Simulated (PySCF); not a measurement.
## Computed data sheet: `N` (NH3)

Species: NH3.
Structure used (GFN2-xTB), in Å, numbered top down from 1:
```
atom  x, y, z in Å
N1     0.006    0.003    0.269
H2     0.925   -0.196   -0.107
H3    -0.630   -0.701   -0.086
H4    -0.289    0.899   -0.099
```

From GFN2-xTB geometry:

```yaml
Point_group_of_the_GFN2-xTB_geometry: C3v
Rotational_constants_A_B_C_of_the_GFN2-xTB_geometry: 300.662, 300.485, 187.609 GHz
```

**B3LYP/ANO-RCC-VDZP ground state and GIAO shieldings, non-relativistic (PySCF)**

```yaml
Dipole_moment: 1.47 D
HOMO_energy: -7.04 eV
LUMO_energy: 0.01 eV
HOMO–LUMO_gap: 7.05 eV
1H_chemical_shifts_computed_TMS_as_zero_by_class: -0.37 (H2/H3/H4) ppm
Isotropic_shieldings_of_nuclei_other_than_C_and_H_by_class: 273 (N1) ppm
```

Monoisotopic mass from the formula: 17.0265 u.

The rotational constants are those of an oblate symmetric top; the small spread among constants that symmetry makes equal is optimisation noise. The dipole equals about 4.9 × 10⁻³⁰ C·m (1 D = 3.33564 × 10⁻³⁰ C·m). With B = h/(8π²I), that is 505.379 GHz u Å² over I, the principal moments of inertia are 1.68, 1.68 and 2.69 u Å² (most abundant isotopes). Point group C3v permits a dipole; with 1.47 D the species has a pure rotational spectrum.

Isolated species at its GFN2-xTB geometry, gas phase.

For the NMR shielding job (B3LYP/ANO-RCC-VDZP), time: 0.48 s of wall time; peak memory 0.29 GiB. Hardware: Intel Xeon at 2.30 GHz, one thread, shared host.
